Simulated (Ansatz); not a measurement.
System: hcp Y. Method: RPBE in Ansatz (plane waves, PAW).

Run with plane-wave cutoff 520 eV, 18×18×10 k mesh (along the axes of the cell as run), Fermi–Dirac smearing 0.05 eV, scalar-relativistic PAW data made under PBE.

Results at a series of volumes:

```tsv
V (Å³/atom)	E − E_lowest (meV/atom)	P (GPa)
32.765	6.93	1.671
33.448	1.68	0.801
34.131	0.00	0.001
34.813	1.59	-0.736
35.496	6.19	-1.413
```

Task: What bulk modulus B0 and pressure derivative B′ does a third-order Birch–Murnaghan fit give?

Result: V0 = 34.131 Å³/atom, B0 = 38.4 GPa, B′ = 3.2 (fit to the energies at full precision).

Shape and atoms are relaxed at each volume.

Measured, for comparison: bulk modulus 41.7 GPa (zero-point energy and finite temperature contributions removed, our sources range from 37.3 to 41.7; as tabulated in doi:10.1021/acs.jctc.3c00612). Computed (rounded) less measured: bulk modulus -8 % (inside the range of the sources held).

Note: the bulk modulus comes from volumes at which shape and atoms were relaxed.

The computed numbers hold no vibrational or temperature effects.

Ansatz is an electronic-structure program.
